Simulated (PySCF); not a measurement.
Species: OF2.
Atom-mapped SMILES: `[F:1][O:2][F:3]`

Structure used (PBE0-D3(BJ)/def2-SVP), in Å, numbered top down from 1:
```
atom  x, y, z in Å
F1    -1.0796   -0.2903    0.0178
O2    -0.0135    0.5836   -0.0041
F3     1.0935   -0.2396   -0.0045
```

Computed with PBE0-D3(BJ)/def2-SVP geometry optimisation, gas phase in PySCF 2.14.0.

Masses are those of the commonest isotopes; rigid-rotor values at the optimised geometry. 

Problem. What are A, B and C (MHz)?

Solution. Ia = 8.11, Ib = 44.89, Ic = 53.00 u·Å²; 505379 MHz·u·Å²/I gives A = 62309, B = 11259, C = 9536 MHz.

Problem. Classify the top.

Solution. A near-prolate asymmetric top; Ray's κ = -0.935.

Problem. Which lines would a microwave search look for?

Solution. The dipole components are |μa| = 0.00 D, |μb| = 0.22 D, |μc| = 0.00 D; the symmetry axis of this C2v structure is b, so μa and μc vanish by symmetry and there are no a-type or c-type lines. Some lines, for components of 0.1 D or more:

```csv
type,branch,"J(Ka,Kc)",MHz,lower level (cm⁻¹)
b,R,"4(0,4) ← 3(1,3)",35823,5.720
b,Q,"2(1,1) ← 2(0,2)",54539,2.080
b,R,"5(0,5) ← 4(1,4)",59298,8.377
b,Q,"5(1,4) ← 5(0,5)",66017,10.355
b,R,"4(1,4) ← 3(0,3)",126580,4.155
b,R,"5(1,5) ← 4(0,4)",143314,6.915
b,Q,"3(2,1) ← 3(1,2)",150806,6.065
b,Q,"5(2,4) ← 5(1,5)",168820,11.696
b,R,"2(2,0) ← 1(1,1)",198229,2.396
b,R,"3(2,2) ← 2(1,1)",215535,3.899
b,R,"3(2,1) ← 2(1,2)",220918,3.726
b,R,"4(2,2) ← 3(1,3)",244719,5.720
b,R,"5(2,4) ← 4(1,3)",251080,8.952
b,Q,"4(3,1) ← 4(2,2)",259064,13.883
b,Q,"3(3,0) ← 3(2,1)",259370,11.095
b,Q,"3(3,1) ← 3(2,2)",259584,11.088
b,Q,"4(3,2) ← 4(2,3)",259701,13.862
b,Q,"5(3,3) ← 5(2,4)",259937,17.327
b,R,"5(2,3) ← 4(1,4)",269798,8.377
b,R,"3(3,1) ← 2(2,0)",321926,9.009
b,R,"4(3,2) ← 3(2,1)",342634,11.095
b,Q,"5(4,1) ← 5(3,2)",363240,25.998
b,Q,"4(4,1) ← 4(3,2)",363303,22.524
b,R,"4(4,1) ← 3(3,0)",446567,19.747
b,Q,"5(5,0) ← 5(4,1)",467115,38.114
b,R,"5(4,2) ← 4(3,1)",467369,22.525
b,R,"5(4,1) ← 4(3,2)",467374,22.524
```

Problem. Estimate the classical rotational partition function at 50 K and 200 K.

Solution. Point group C2v, symmetry number σ = 2; q = (√π/σ)·√((kT/h)³/(ABC)), k/h = 20836.6 MHz/K: 364 at 50 K, 2910 at 200 K.

Whether it is a minimum is left open (no frequencies). These are rigid-rotor constants of the computed structure; measured ground-state constants (B0) also hold zero-point vibration.
